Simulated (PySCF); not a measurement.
C₃H₅N₃.
Bonds: C1–N2, N2–C3 (aromatic), C3–N4 (aromatic), N4–C5 (aromatic), C5–N6 (aromatic), N2–N6 (aromatic). Hydrogens: H7, H8, H9 on C1; H10 on C3; H11 on C5.

Level of theory: PBE0-D3(BJ)/def2-SVP geometry optimisation, gas phase in PySCF.

(1) List the bond lengths and angles at this level.

Results:

(1) 
```tsv
bond	length (pm)	order
C1–N2	143.8	single
N2–C3	134.9	aromatic
C3–N4	131.5	aromatic
N4–C5	135.3	aromatic
C5–N6	132.1	aromatic
N2–N6	133.6	aromatic
C1–H7, C1–H8, C1–H9	109.8	single
C3–H10	109.0	single
C5–H11	109.0	single
```

Bonds in one row agree within 1 pm and their mean is given. Orders are formal, as drawn. A selection of angles:
```tsv
angle	degrees
N2–C1–H7	110.4
H7–C1–H8	108.9
C1–N2–C3	129.3
C1–N2–N6	121.0
C3–N2–N6	109.7
N2–C3–N4	110.1
N2–C3–H10	123.0
N4–C3–H10	126.9
C3–N4–C5	102.6
N4–C5–N6	114.8
N4–C5–H11	123.5
N6–C5–H11	121.7
N2–N6–C5	102.7
```

The 5-membered ring N2–C3–N4–C5–N6 has internal angles of 102.6° to 114.8° (sum 540°, against 540° for a flat polygon); it is planar, 0.00 Å rms from its mean plane, widest ring torsion 0°. N4 (pyridine-type nitrogen) is bent (angle 102.6°). N2 (pyrrole-type nitrogen) is planar (angles 129.3°, 121.0° and 109.7°, sum 360.0°, 0.01 Å off the plane of its three neighbours). The 6 heavy atoms lie in one plane (0.006 Å rms). N6 (pyridine-type nitrogen) is bent (angle 102.7°). The C–N distances run from 1.315 Å (C3–N4, aromatic) to 1.438 Å (C1–N2, drawn single), a spread of 0.123 Å.

Point group: near Cs, missed by 0.16 Å at most; the miss may be what the optimiser left on a soft mode. PBE0-D3(BJ)/def2-SVP frequencies: not computed here.

Time: 30 s wall. Hardware: one thread, Arm Neoverse V1, shared host. That covers the optimisation of the geometry.
